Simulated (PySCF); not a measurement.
Record of a relaxation.

Species: thiopropynal, C₃H₂S.
SMILES with atom numbers: `[CH:1]#[C:2][CH:3]=[S:4]` (hydrogens: H5 on C1; H6 on C3)

Computed by this run: PBE0-D3(BJ)/def2-TZVP geometry optimisation, gas phase (PySCF 2.14.0); density fitting, grid level 2; the optimiser is geomeTRIC in internal coordinates, started from a GFN2-xTB structure with every atom displaced at random (about 0.01 Å). The frame can shift and turn from step to step; on so coarse a grid that alone can change the energy by a few meV, and forces under 0.02 eV/Å are noise.

Step 0: E = -13969.7896 eV, largest atomic force 4.784 eV/Å
```
atom  x, y, z in Å  |  force x, y, z in eV/Å
C1      1.562   -0.225   -0.056   -4.660   1.070   0.177
C2      0.354    0.027   -0.009    3.019  -0.616  -0.117
C3     -1.036    0.239    0.040    0.923   0.687   0.137
S4     -2.078   -0.954   -0.092   -1.032  -0.873  -0.110
H5      2.572   -0.389   -0.116    1.798  -0.342  -0.074
H6     -1.351    1.272    0.188   -0.049   0.073  -0.013
```

Step 1: E = -13969.8889 eV, largest atomic force 0.317 eV/Å
```
atom  x, y, z in Å  |  force x, y, z in eV/Å
C1      1.563   -0.075   -0.059    0.123  -0.279  -0.025
C2      0.358   -0.068   -0.007   -0.039   0.315  -0.015
C3     -1.036    0.134    0.045    0.104   0.035   0.023
S4     -2.160   -1.017   -0.084   -0.058  -0.088  -0.006
H5      2.623   -0.186   -0.120   -0.114   0.067   0.025
H6     -1.325    1.181    0.181   -0.015  -0.049  -0.001
```

Step 2: E = -13969.8952 eV, largest atomic force 0.317 eV/Å
```
atom  x, y, z in Å  |  force x, y, z in eV/Å
C1      1.561   -0.083   -0.062   -0.024  -0.215  -0.009
C2      0.357   -0.046   -0.012    0.039   0.314  -0.018
C3     -1.037    0.149    0.042    0.082  -0.116   0.043
S4     -2.132   -1.032   -0.083   -0.074  -0.009  -0.009
H5      2.618   -0.206   -0.117   -0.005   0.048   0.011
H6     -1.344    1.188    0.187   -0.018  -0.022  -0.017
```

Step 3: E = -13969.9002 eV, largest atomic force 0.284 eV/Å
```
atom  x, y, z in Å  |  force x, y, z in eV/Å
C1      1.564   -0.099   -0.072   -0.283   0.002   0.030
C2      0.365    0.014   -0.017    0.078  -0.099   0.046
C3     -1.032    0.159    0.057   -0.159  -0.100  -0.183
S4     -2.106   -1.048   -0.085    0.153   0.101   0.058
H5      2.613   -0.238   -0.115    0.235   0.009  -0.025
H6     -1.380    1.182    0.187   -0.024   0.086   0.074
```

Step 4: E = -13969.9011 eV, largest atomic force 0.223 eV/Å
```
atom  x, y, z in Å  |  force x, y, z in eV/Å
C1      1.563   -0.102   -0.071   -0.046  -0.016   0.008
C2      0.364    0.010   -0.028    0.005  -0.049  -0.071
C3     -1.034    0.161    0.030   -0.087  -0.041   0.202
S4     -2.107   -1.047   -0.073    0.078   0.045  -0.058
H5      2.618   -0.233   -0.107    0.050   0.019  -0.006
H6     -1.378    1.181    0.204    0.000   0.042  -0.075
```

Step 5: E = -13969.9034 eV, largest atomic force 0.068 eV/Å
```
atom  x, y, z in Å  |  force x, y, z in eV/Å
C1      1.561   -0.104   -0.070    0.048  -0.028   0.003
C2      0.362    0.004   -0.022    0.000   0.027  -0.018
C3     -1.035    0.162    0.041   -0.017  -0.014   0.064
S4     -2.101   -1.048   -0.079   -0.013   0.004  -0.018
H5      2.618   -0.231   -0.112   -0.034   0.020  -0.003
H6     -1.380    1.187    0.197    0.016  -0.008  -0.028
```

Step 6: E = -13969.9037 eV, largest atomic force 0.027 eV/Å
```
atom  x, y, z in Å  |  force x, y, z in eV/Å
C1      1.561   -0.105   -0.070   -0.024  -0.012   0.005
C2      0.362    0.002   -0.018    0.013  -0.005   0.006
C3     -1.035    0.159    0.047   -0.011  -0.001  -0.019
S4     -2.107   -1.046   -0.081    0.009   0.002   0.005
H5      2.618   -0.225   -0.115    0.012   0.009  -0.004
H6     -1.376    1.186    0.192    0.001   0.006   0.008
```

Step 7: E = -13969.9037 eV, largest atomic force under 0.02 eV/Å
```
atom  x, y, z in Å  |  force x, y, z in eV/Å
C1      1.561   -0.106   -0.069    0.000  -0.010   0.001
C2      0.362    0.000   -0.018    0.001   0.004   0.003
C3     -1.035    0.159    0.047   -0.002   0.000  -0.006
S4     -2.107   -1.046   -0.080    0.000   0.000   0.002
H5      2.619   -0.223   -0.116    0.000   0.006  -0.002
H6     -1.375    1.186    0.193    0.001   0.000   0.002
```

Problem. Summarise the path.

Solution. The energy falls by 2.63 kcal/mol from step 0 to step 7; nine tenths of that is first reached at step 2. It falls at every step. The largest force goes from 4.784 to under 0.02 eV/Å. Among the bonds C1–H5 changes most, from 1.025 to 1.065 Å; the atoms move by 0.050 Å rms after alignment.

The cost below is that of the whole optimisation. The run took 34 s wall on one thread of an Arm Neoverse V2, on a shared host, and the process peaked at 0.53 GiB of memory.
